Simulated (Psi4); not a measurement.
# SiH2O (oxosilane): CIS/6-31++G(d,p) (density fitting, spherical functions, tdscf states 3, tdscf tda yes)

Wanted: the excited states of SiH2O (oxosilane). Input form: a Python script.

Program for the calculation: Psi4 1.11.

## (1) The system as given

SiH2O: 4 atoms, total charge 0, spin state singlet. SMILES: `O=[SiH2]`. The shape is that of a PBE0-D4/def2-TZVP optimisation.

Bond lengths: O1–Si2 1.516 Å, Si2–H3 1.485 Å, Si2–H4 1.486 Å. Angles: O1–Si2–H3 124.0°, O1–Si2–H4 124.0°, H3–Si2–H4 111.9°.

## (2) The vertical excitations at CIS/6-31++G(d,p) (density fitting, spherical functions, tdscf states 3, tdscf tda yes)

h2osi.py reads:

```python
import psi4

psi4.set_memory('1600 MB')
psi4.set_num_threads(1)
psi4.set_output_file('output.dat', False)

m = psi4.geometry("""
0 1
O
Si 1 1.515752
H 2 1.485479 1 124.04596
H 2 1.485583 3 111.91136 1 -179.99635
units angstrom
symmetry c1
""")

psi4.set_options({
    'basis': '6-31++G**',
    'reference': 'rhf',
    'tdscf_states': 3,
    'tdscf_tda': True,
    'e_convergence': 1e-07,
    'screening': 'csam',
    'puream': True,
})

E, wfn = psi4.energy("td-hf", molecule=m, return_wfn=True)
print('E =', round(E, 9))
```

Command:

```sh
$ python h2osi.py
```

**Question.** What will come out? Wanted: ground-state or mean-field energy; dipole moment; HOMO energy; LUMO energy; HOMO–LUMO gap; lowest excitation energy.

**Answer.** As computed:

Level: CIS/6-31++G** (density fitting, spherical functions, tdscf states 3, tdscf tda yes).

| quantity | value |
| --- | --- |
| ground-state or mean-field energy | -364.92105 Eh |
| dipole moment (Hartree–Fock density) | 4.55 D |
| HOMO energy (Hartree–Fock orbitals) | -12.08 eV |
| LUMO energy (Hartree–Fock orbitals) | 0.57 eV |
| HOMO–LUMO gap (Hartree–Fock orbitals) | 12.65 eV |
| lowest excitation energy | 5.18 eV |

What this shows: The brightest of the 3 transitions from the ground state lies at 6.96 eV (178 nm, f = 0.085); the lowest, at 5.18 eV, has f = 0.000.
